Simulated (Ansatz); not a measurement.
**C₂H₆Mg: up Jacob's ladder to CCSD(T)**

The task here is to estimate one member of a computed series from the others.

Program: Ansatz 0.2.0, Gaussian basis. Level of theory: functionals in def2-TZVPP, the program's frozen cores in correlated methods. These are calculated values, not measurements.

The runs, in order: LDA (SPW92), PBE-D4, revPBE-D4, BLYP-D4, r2SCAN-D4, B97M-V, PBE0-D4, B3LYP-D4, r2SCANh-D4, r2SCAN0-D4, HSE06-D4, BHLYP-D4, CAM-B3LYP-D4, LC-ωPBE, ωB97X-V, ωB97M-V, B2PLYP, PBE-QIDH; CCSD(T)/def2-SVP; CCSD(T)/def2-TZVPP; MP2/def2-QZVPP; extrapolation to the limit; RPA on PBE.

## Structure used throughout

The geometry comes from an earlier relaxation with PBE0-D4 in a triple-zeta def2 set; it is a stationary point, not always the lowest conformer.

9 atoms, charge 0, spin multiplicity 1.

Atoms are counted from 1 here; the program's logs count them from 0.

Bond lengths: C1–Mg2 2.088 Å, C1–H4 1.095 Å, C1–H5 1.095 Å, C1–H6 1.095 Å, Mg2–C3 2.088 Å, C3–H7 1.095 Å, C3–H8 1.095 Å, C3–H9 1.095 Å. Angles: Mg2–C1–H4 112.0°, Mg2–C1–H5 111.9°, Mg2–C1–H6 111.9°, H4–C1–H5 106.9°, H4–C1–H6 106.9°, H5–C1–H6 106.9°, C1–Mg2–C3 179.8°, Mg2–C3–H7 112.0°, Mg2–C3–H8 111.9°, Mg2–C3–H9 111.9°, H7–C3–H8 106.9°, H7–C3–H9 106.9°, H8–C3–H9 106.9°.

Geometry (Å):

```csv
atom,x (Å),y (Å),z (Å)
C1,-1.0326,1.3937,-1.1492
Mg2,0.0070,-0.0078,-0.0025
C3,1.0517,-1.4046,1.1453
H4,-1.9487,0.9745,-1.5788
H5,-0.4304,1.7655,-1.9852
H6,-1.3291,2.2667,-0.5579
H7,0.6105,-2.4047,1.0767
H8,2.0961,-1.4952,0.8278
H9,1.0642,-1.1345,2.2066
```

The first run:

The input, in.yaml:

```yaml
crystal:
  periodic: [false, false, false]
  atoms:
    - {symbol: C, position_ang: [-1.032615, 1.393738, -1.149207]}
    - {symbol: Mg, position_ang: [0.006989, -0.007786, -0.002544]}
    - {symbol: C, position_ang: [1.051684, -1.404585, 1.145250]}
    - {symbol: H, position_ang: [-1.948741, 0.974458, -1.578785]}
    - {symbol: H, position_ang: [-0.430427, 1.765477, -1.985197]}
    - {symbol: H, position_ang: [-1.329104, 2.266746, -0.557895]}
    - {symbol: H, position_ang: [0.610490, -2.404718, 1.076687]}
    - {symbol: H, position_ang: [2.096074, -1.495170, 0.827840]}
    - {symbol: H, position_ang: [1.064151, -1.134459, 2.206650]}
basis:
  gaussian: {orbitals: def2-TZVPP}
hamiltonian: {xc: lda}
output: {orbitals: {seedname: orbitals}}
```

On the command line:

```console
> ansatz run in.yaml --threads 4 --pin off --events-out ev --progress --plain --max-ram 10444MiB
```

Steps of the session up to this table: LDA; PBE-D4 (GGA); revPBE-D4 (GGA); BLYP-D4 (GGA); r2SCAN-D4 (meta-GGA); B97M-V (meta-GGA); B3LYP-D4 (hybrid); r2SCANh-D4 (hybrid); r2SCAN0-D4 (hybrid); HSE06-D4 (hybrid); BHLYP-D4 (hybrid); CAM-B3LYP-D4 (range-separated); LC-ωPBE (range-separated); ωB97X-V (range-separated); ωB97M-V (range-separated); B2PLYP (double hybrid); PBE-QIDH (double hybrid).

One table of the session follows, with a row left open; its other results are not shown here.

It belongs to the step «Frontier levels by functional». 

| functional | HOMO (eV) | gap (eV) |
| --- | --- | --- |
| LDA (SPW92) | -5.45 | 4.21 |
| PBE-D4 | -5.29 | 4.16 |
| revPBE-D4 | -5.22 | 4.14 |
| BLYP-D4 | -5.16 | 4.04 |
| r2SCAN-D4 | -5.50 | 4.82 |
| B97M-V | -5.56 | 4.41 |
| PBE0-D4 | -6.46 | 5.95 |
| B3LYP-D4 | -6.25 | 5.48 |
| r2SCANh-D4 | -5.94 | 5.44 |
| r2SCAN0-D4 | -6.61 | 6.37 |
| HSE06-D4 | -6.06 | 5.22 |
| BHLYP-D4 | -7.54 | 7.49 |
| CAM-B3LYP-D4 | -7.81 | 7.94 |
| LC-ωPBE | ? | ? |
| ωB97X-V | -8.80 | 9.76 |
| ωB97M-V | -8.66 | 9.13 |

Q: Estimate the row for LC-ωPBE from the others.

**Answer.** HOMO (eV): -9.18; gap (eV): 10.25. In the column «HOMO (eV)» it is the lowest.
